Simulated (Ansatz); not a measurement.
Molecule (SMILES): [OH] (OH), doublet.
Atoms: O1, H2. Bonds: O1-H2.

Basis-set convergence of the optimised O1-H2 bond length at PBE with Ansatz (a program for electronic structure). Cartesian d functions, on some or all atoms, in 6-31+G*; all else is spherical. The program fits the integrals of some runs and decomposes those of others, by size. Core-valence sets carry the plain set on hydrogen. Open shells are unrestricted. No added dispersion term, no relativity. Reference: the value in aug-cc-pV5Z, 0.9830 Å. Deviations are taken from unrounded values.

```
basis              functions  optimised O1-H2 bond length (Å)  minus reference (Å)
-----------------  ---------  -------------------------------  -------------------
pcseg-0                   11                           1.0288               0.0458
cc-pVDZ                   19                           0.9928               0.0098
pcseg-1                   19                           0.9920               0.0090
6-31+G*                   21                           0.9920               0.0089
6-311G**                  24                           0.9840               0.0010
def2-SVPD                 31                           0.9871               0.0040
6-311++G(2d,2p)           37                           0.9832               0.0001
pcseg-2                   44                           0.9833               0.0003
def2-TZVPP                45                           0.9834               0.0003
def2-TZVPD                49                           0.9859               0.0029
jun-cc-pV(T+d)Z           53                           0.9842               0.0012
6-311++G(3df,3pd)         57                           0.9832               0.0001
cc-pCVTZ                  57                           0.9840               0.0009
aug-cc-pVTZ               69                           0.9844               0.0014
cc-pVQZ                   85                           0.9828              -0.0002
def2-QZVPPD               99                           0.9831               0.0000
aug-cc-pVQZ              126                           0.9832               0.0002
pcseg-4                  162                           0.9830              -0.0001
```
